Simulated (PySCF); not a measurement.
C3H7Cl, SMILES CCCCl, GFN2-xTB optimised geometry.

```
11

C      1.40    -0.49     0.00
C     -0.12    -0.49     0.00
C     -0.70     0.91     0.00
Cl    -0.32     1.76    -1.52
H      1.78     0.02    -0.88
H      1.78    -1.51    -0.01
H      1.78     0.01     0.89
H     -0.49    -1.03    -0.87
H     -0.49    -1.00     0.89
H     -1.78     0.90     0.08
H     -0.27     1.51     0.81
```

Density from PySCF 2.14.0 with PBE0/def2-TZVP at that geometry.

Minimum of the electron density along straight lines between bonded atoms, close to the bond critical point (lines longer than 1.1 times the sum of covalent radii, or with two minima, are not listed):

```
bond    length / Å  ρ at the minimum / e bohr⁻³  ∇²ρ there / e bohr⁻⁵  position (fraction from the first atom)
------  ----------  ---------------------------  --------------------  ---------------------------------------
C1–C2        1.523                        0.246                 -0.61                                     0.50
C2–C3        1.520                        0.252                 -0.64                                     0.48
C3–Cl4       1.787                   (withheld)            (withheld)                                     0.42
C1–H5        1.087                        0.281                 -0.97                                     0.64
C1–H6        1.087                        0.280                 -0.96                                     0.64
C1–H7        1.088                        0.279                 -0.95                                     0.64
C2–H8        1.092                        0.280                 -0.97                                     0.64
C2–H9        1.093                        0.277                 -0.95                                     0.64
C3–H10       1.090                        0.286                 -1.01                                     0.65
C3–H11       1.090                        0.285                 -1.01                                     0.65
```

Problem. Complete the blanks.

Solution. 
- C3–Cl4, ρ at the minimum / e bohr⁻³: 0.182
- C3–Cl4, ∇²ρ there / e bohr⁻⁵: -0.25
